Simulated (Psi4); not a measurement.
# SO3 (SMILES O=S(=O)=O): levels of theory compared

Aim: a comparison of 3 runs (HF/STO-3G, HF/6-31++G**, CCSD/6-311+G**) of SO3. 

Program for the calculation: Psi4 1.11.

## (1) The structure to begin with

SO3: 4 atoms, total charge 0, spin state singlet. As SMILES, `O=S(=O)=O`. The coordinates come from a GFN2-xTB relaxation.

Bond lengths: O1–S2 1.418 Å, S2–O3 1.418 Å, S2–O4 1.418 Å. Angles: O1–S2–O3 120.0°, O1–S2–O4 120.0°, O3–S2–O4 120.0°.

## (2) Energy and forces at HF/STO-3G (run 1)

File job.py:

```python
import psi4

psi4.set_memory('1600 MB')
psi4.set_num_threads(1)
psi4.core.set_output_file('psi4.out', False)

m = psi4.geometry("""
0 1
O     -1.120230    -0.683760     0.536200
S      0.000050    -0.000150    -0.000380
O      1.307630    -0.327510     0.440320
O     -0.187450     1.011420    -0.976150
symmetry c1
""")

options = {'basis': 'STO-3G', 'puream': True, 'e_convergence': 1e-09, 'd_convergence': 1e-08, 'scf_type': 'pk'}
psi4.set_options(options)

E = psi4.gradient('hf')
print('gradient / Eh bohr^-1')
print(E.np.round(6))
```

Run with:

```bash
$ python job.py
```

psi4.out:

```text
[...]
  Running in c1 symmetry.
[...]
  Nuclear repulsion =  184.674443422524746
[...]
  Multiplicity = 1
[...]
  Nalpha       = 20
  Nbeta        = 20
[...]
    Number of basis functions: 24
[...]
   @RHF iter   1:  -613.89350787784451   -2.73084e-01   2.76042e-02 DIIS/ADIIS
[...]
   @RHF iter  11:  -614.23210045896076   -4.54747e-12   4.24528e-09 DIIS
[...]
    Orbital Energies [Eh]
    ---------------------
    Doubly Occupied:
       1A    -91.280027     2A    -20.213769     3A    -20.213744
       4A    -20.213656     5A     -9.132883     6A     -6.768776
       7A     -6.768770     8A     -6.763228     9A     -1.503356
      10A     -1.330759    11A     -1.330639    12A     -0.729383
      13A     -0.683567    14A     -0.603163    15A     -0.603110
      16A     -0.393379    17A     -0.384136    18A     -0.384116
      19A     -0.351919    20A     -0.351870
[...]
  @RHF Final Energy:  -614.23210045896076
   => Energetics <=
    Nuclear Repulsion Energy =            184.6744434225247460
    One-Electron Energy =               -1217.8045860724964768
    Two-Electron Energy =                 418.8980421910109158
    Total Energy =                       -614.2321004589607583
[...]
 Multipole Moments:
 ------------------------------------------------------------------------------------
     Multipole            Electronic (a.u.)      Nuclear  (a.u.)        Total (a.u.)
 ------------------------------------------------------------------------------------
 L = 1.  Multiply by 2.5417464519 to convert [e a0] to [Debye]
 Dipole X            :          0.0001804            0.0000007            0.0001811
 Dipole Y            :         -0.0002710           -0.0000020           -0.0002730
 Dipole Z            :         -0.0011055           -0.0000051           -0.0011106
 Magnitude           :                                                    0.0011579
[...]
  -Total Gradient:
     Atom            X                  Y                   Z
    ------   -----------------  -----------------  -----------------
       1        0.170560787789     0.104068148148    -0.081649257860
       2       -0.000482764164     0.000124691766     0.000049958385
       3       -0.198545511625     0.049659525154    -0.066837481719
       4        0.028467488000    -0.153852365069     0.148436781194
[...]
```

The script printed:

```text
gradient / Eh bohr^-1
[[ 1.70561e-01  1.04068e-01 -8.16490e-02]
 [-4.83000e-04  1.25000e-04  5.00000e-05]
 [-1.98546e-01  4.96600e-02 -6.68370e-02]
 [ 2.84670e-02 -1.53852e-01  1.48437e-01]]
```

It took 1.8 s on 1 thread of Intel Xeon Platinum 8488C (Sapphire Rapids), shared host; peak memory 0.18 GiB.

## (3) Energy and gradient at HF/6-31++G(d,p) (density fitting, Cartesian functions) (run 2)

File input.inp:

```
memory 1600 mb

molecule {
  0 1
  O     -1.120230    -0.683760     0.536200
  S      0.000050    -0.000150    -0.000380
  O      1.307630    -0.327510     0.440320
  O     -0.187450     1.011420    -0.976150
  units angstrom
  no_reorient
  no_com
}

set {
  basis 6-31++G**
}

gradient("hf")
```

Run with:

```bash
$ psi4 -i input.inp -o input.out -n 1
```

input.out:

```text
[...]
  Running in c1 symmetry.
[...]
  Nuclear repulsion =  184.674443422524746
[...]
  Multiplicity = 1
[...]
  Nalpha       = 20
  Nbeta        = 20
[...]
    Number of basis functions: 80
[...]
   @DF-RHF iter   1:  -621.77613308625007    3.25465e-01   9.15382e-03 ADIIS/DIIS
[...]
   @DF-RHF iter  10:  -621.98622555244413   -1.79625e-11   6.47341e-09 DIIS
[...]
    Orbital Energies [Eh]
    ---------------------
    Doubly Occupied:
       1A    -92.303887     2A    -20.671767     3A    -20.671709
       4A    -20.671661     5A     -9.278214     6A     -6.965304
       7A     -6.962614     8A     -6.962609     9A     -1.601951
      10A     -1.452352    11A     -1.452237    12A     -0.874895
      13A     -0.760989    14A     -0.755275    15A     -0.755234
      16A     -0.623574    17A     -0.623551    18A     -0.574371
      19A     -0.574294    20A     -0.540383
[...]
  @DF-RHF Final Energy:  -621.98622555244413
   => Energetics <=
    Nuclear Repulsion Energy =            184.6744434225247460
    One-Electron Energy =               -1223.1675962925901331
    Two-Electron Energy =                 416.5069273176212050
    Total Energy =                       -621.9862255524442389
[...]
 Multipole Moments:
 ------------------------------------------------------------------------------------
     Multipole            Electronic (a.u.)      Nuclear  (a.u.)        Total (a.u.)
 ------------------------------------------------------------------------------------
 L = 1.  Multiply by 2.5417464519 to convert [e a0] to [Debye]
 Dipole X            :         -0.0007898            0.0007559           -0.0000339
 Dipole Y            :          0.0020029           -0.0022677           -0.0002647
 Dipole Z            :          0.0044909           -0.0058959           -0.0014050
 Magnitude           :                                                    0.0014301
[...]
  -Total Gradient:
     Atom            X                  Y                   Z
    ------   -----------------  -----------------  -----------------
       1       -0.015772724533    -0.009606405862     0.007630973028
       2       -0.000275210376    -0.000063598905    -0.000277897760
       3        0.018806802635    -0.004758094757     0.006479236504
       4       -0.002758867729     0.014428099528    -0.013832311775
[...]
```

Wall time 2.2 s (1 thread of Intel Xeon Platinum 8488C (Sapphire Rapids), shared host); peak memory 0.23 GiB.

## (4) A single-point energy at CCSD/6-311+G(d,p) (run 3)

File o3s.xyz:

```xyz
4
O3S
O     -1.120230    -0.683760     0.536200
S      0.000050    -0.000150    -0.000380
O      1.307630    -0.327510     0.440320
O     -0.187450     1.011420    -0.976150
```

File job.py:

```python
import psi4

psi4.set_memory(1600000000)
psi4.set_num_threads(1)
psi4.set_output_file('output.dat', False)

with open('o3s.xyz') as f:
    atoms = ''.join(f.readlines()[2:])
molecule = psi4.geometry('0 1\n' + atoms + 'symmetry c1\nno_reorient\nno_com')

psi4.set_options({
    'puream': True,
    'e_convergence': 1e-09,
    'd_convergence': 1e-08,
    'scf_type': 'pk',
    'num_frozen_docc': 8,
})

energy_value, wavefunction = psi4.energy("ccsd/6-311+G**", return_wfn=True)
print('E =', round(energy_value, 9))
```

Run with:

```bash
$ python job.py
```

output.dat:

```text
[...]
  Running in c1 symmetry.
[...]
  Nuclear repulsion =  184.674443422524746
[...]
  Multiplicity = 1
[...]
  Nalpha       = 20
  Nbeta        = 20
[...]
    Number of basis functions: 96
[...]
   @RHF iter   1:  -621.84861468806980    3.18499e-01   7.85309e-03 ADIIS/DIIS
[...]
   @RHF iter  11:  -622.05783967310435   -1.59162e-12   2.55389e-09 DIIS
[...]
    Orbital Energies [Eh]
    ---------------------
    Doubly Occupied:
       1A    -92.293001     2A    -20.658867     3A    -20.658809
       4A    -20.658760     5A     -9.271178     6A     -6.956918
       7A     -6.955217     8A     -6.955213     9A     -1.606568
      10A     -1.455246    11A     -1.455131    12A     -0.877354
      13A     -0.763423    14A     -0.758078    15A     -0.758036
      16A     -0.625798    17A     -0.625776    18A     -0.574622
      19A     -0.574544    20A     -0.540138
[...]
  @RHF Final Energy:  -622.05783967310435
   => Energetics <=
    Nuclear Repulsion Energy =            184.6744434225247460
    One-Electron Energy =               -1223.4192120594948392
    Two-Electron Energy =                 416.6869289638657960
    Total Energy =                       -622.0578396731043540
[...]
 Multipole Moments:
 ------------------------------------------------------------------------------------
     Multipole            Electronic (a.u.)      Nuclear  (a.u.)        Total (a.u.)
 ------------------------------------------------------------------------------------
 L = 1.  Multiply by 2.5417464519 to convert [e a0] to [Debye]
 Dipole X            :         -0.0008040            0.0007559           -0.0000481
 Dipole Y            :          0.0019923           -0.0022677           -0.0002754
 Dipole Z            :          0.0044694           -0.0058959           -0.0014266
 Magnitude           :                                                    0.0014537
[...]
      * MP2 total energy                      = -622.808441960909477
[...]
      * CCSD total energy                     = -622.794618420453503
```

The script printed:

```text
E = -622.79461842
```

Wall time 24 s (1 thread of Intel Xeon Platinum 8488C (Sapphire Rapids), shared host); peak memory 0.71 GiB.

## (5) The series

```tsv
run	level	integrals	integral approximation	energy (Eh)	dipole moment (D)	HOMO energy (eV)	LUMO energy (eV)	wall time
1	HF/STO-3G	pk	none	-614.232100	0.00	-9.57	4.22	1.8 s
2	HF/6-31++G** (density fitting, Cartesian functions)	df	program's default	-621.986226	0.00	-14.70	0.61	2.2 s
3	CCSD/6-311+G**	pk	none	-622.794618	–	-14.70	0.57	24 s
```

## (6) Results

| quantity | value |
| --- | --- |
| run 3: total energy | -622.79462 Eh |
| run 3: HOMO energy (Hartree–Fock orbitals) | -14.70 eV |
| run 3: LUMO energy (Hartree–Fock orbitals) | 0.57 eV |
| run 3: HOMO–LUMO gap (Hartree–Fock orbitals) | 15.26 eV |
| run 3: correlation energy (8 core orbitals frozen) | -736.8 mEh |
| run 3: T1 diagnostic | 0.019 |

In words: In run 1 the basis is minimal, so the values are rough. All runs together took 28 s, the longest 24 s.
